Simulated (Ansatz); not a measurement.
`CNCN` → `[CH2]N`• + `C[NH]`• at 600 K and 1 bar (homolysis of the C–N bond).

Program: Ansatz. Geometries: PBE0-D4/def2-TZVP. ΔE: electronic, gas phase. CCSD(T)/CBS is the MP2 limit (def2-TZVPP, def2-QZVPP) plus CCSD(T) − MP2 in def2-TZVPP, frozen cores. Open shells (•) are unrestricted, without spin–orbit coupling. One conformer a species, not always the lowest.

```csv
species,CCSD(T)/CBS energy (Eh),H − E (kJ/mol),S (J/(mol·K))
`CNCN`,-190.30703,342.6,378.4
`[CH2]N`•,-95.09224,162.6,286.4
`C[NH]`•,-95.07984,158.0,285.7
```

H − E and S are ideal-gas, rigid-rotor, harmonic terms from PBE0-D4/def2-TZVP, for one conformer and one mirror image of each species, with the whole ground term of open shells counted as degenerate. 1 Eh = 2625.50 kJ/mol, R = 8.31446 J/(mol·K).

Question: By hand: ΔE, ΔH, ΔS and ΔG.

Answer: ΔE = (-95.09224) + (-95.07984) − (-190.30703) = 0.13495 Eh = 354.3 kJ/mol. Δ(H − E) = 162.6 + 158.0 − 342.6 = -22.0, so ΔH = 332.3 kJ/mol. ΔS = 286.4 + 285.7 − 378.4 = 193.7 J/(mol·K). ΔG = 332.3 − 600 × (193.7)/1000 = 216.1 kJ/mol.

Question: By hand: the equilibrium constant, and the temperature at which ΔG would vanish if ΔH and ΔS stayed fixed.

Answer: log₁₀ K = −ΔG/(RT ln 10) = -18.8. ΔG = 0 at ΔH/ΔS = 1716 K.

The number of gas molecules changes by +1, which sets the sign of ΔS. A doubt of 5 kJ/mol in ΔE shifts log₁₀ K by 0.4 here. Other conformers and mirror images would add mixing entropy, several J/(mol·K) or more a flexible species. These are equilibria of isolated gas molecules and say nothing of rates. Largest T1 diagnostic: 0.016 (customary marks: 0.02 for closed shells, 0.045 for open ones).
